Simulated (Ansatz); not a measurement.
**Si₂HS− (SMILES [Si-]#[Si]S): functionals against CCSD(T) at one geometry**

One table from this session's results is given with a row withheld; the runs are named, their logs left out.

Program: Ansatz 0.2.0, Gaussian basis. Level of theory: single points in def2-TZVPPD. These are calculated values, not measurements.

Cores are frozen in the correlated methods.

## Where the work starts

SMILES `[Si-]#[Si]S`, 4 atoms, charge -1, spin multiplicity 1.

Atoms are counted from 1 here; the program's logs count them from 0.

Bond lengths: Si1–Si2 2.087 Å, Si2–S3 2.357 Å, S3–H4 1.428 Å. Angles: Si1–Si2–S3 91.3°, Si2–S3–H4 115.5°.

Geometry (Å):

```
Si   -1.70350    0.05860    0.77380
Si   -0.52390    1.49380   -0.17640
S     1.19380   -0.07870   -0.53750
H     0.90810   -1.41040   -0.10820
```

The first run:

run/in.yaml reads:

```yaml
crystal:
  periodic: [false, false, false]
  atoms:
    - {symbol: Si, position_ang: [-1.703500, 0.058600, 0.773800]}
    - {symbol: Si, position_ang: [-0.523900, 1.493800, -0.176400]}
    - {symbol: S, position_ang: [1.193800, -0.078700, -0.537500]}
    - {symbol: H, position_ang: [0.908100, -1.410400, -0.108200]}
basis:
  gaussian: {orbitals: "def2-TZVPPD.json"}
total_charge: -1
correlation: {method: ccsd_t}
output: {forces: true}
```

The basis file named in the input lies beside it (Basis Set Exchange, JSON).

No record of the launch command was kept for these runs.

Among the steps run: CCSD(T)/def2-TZVPPD; PBE0-D4/def2-TZVPPD; wB97M-V/def2-TZVPPD; r2SCAN-D4/def2-TZVPPD; PBE-D4/def2-TZVPPD; LC-wPBE/def2-TZVPPD; B97M-V/def2-TZVPPD.

One of the session's tables, all rows but one given; the rest of the session is left out.

```
   method  RMS force component (eV/Å)  angle to CCSD(T) forces (°)
  CCSD(T)                       1.089                    reference
  PBE0-D4                       0.988                          7.3
  wB97M-V                       0.956                          8.6
r2SCAN-D4                       0.970                          6.9
   PBE-D4                       0.981                          8.9
  LC-wPBE                       0.943                         18.3
   B97M-V                           ?                            ?
```

Q: Estimate the row for B97M-V from the others.

As computed: RMS force component (eV/Å): 0.990; angle to CCSD(T) forces (°): 6.7. In the column «RMS force component (eV/Å)» it lies between PBE0-D4 (0.988) and CCSD(T) (1.089).
